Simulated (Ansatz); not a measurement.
A made-up structure of CH₂NaS, doublet:

C1  (-0.331, 0.090, -0.191)
S2  (0.558, 1.288, 0.649)
Na3  (1.194, -1.148, 0.505)
H4  (-0.183, 0.069, -1.303)
H5  (-1.238, -0.299, 0.341)
(Å)

It is relaxed with PBE-D4/def2-SVP and then PBE0-D4/def2-TZVP (Ansatz 0.2.0). Atoms count as bonded within 1.22 times the sum of their covalent radii (H–H: 0.88 Å). The end point is not checked to be a true minimum.

Task: Does its bonding change? (Judge from chemistry; the calculation decides.)

Result: By the calculation: No: no bond forms or breaks.

Where it ends: The first stage lowers the energy by 0.44 eV in 5 steps. It ends as CH₂NaS ([CH2]1[Na][S]1):
C1  (-0.408, 0.117, -0.235)
S2  (0.627, 1.157, 0.663)
Na3  (1.506, -1.193, 0.696)
H4  (-0.375, 0.131, -1.323)
H5  (-1.350, -0.212, 0.199)
(Å)

Labels in which every atom is bracketed show which atoms are joined, not bond orders.

For scale, one of the runs: PBE0-D4/def2-TZVP relaxation, 112 basis functions, launched by `ansatz run in.yaml --threads 2 --pin off --events-out ev --progress --plain --max-ram 4352MiB`. Hardware: 2 CPU threads of an Arm Neoverse V2, shared host. Wall time about 20 s.
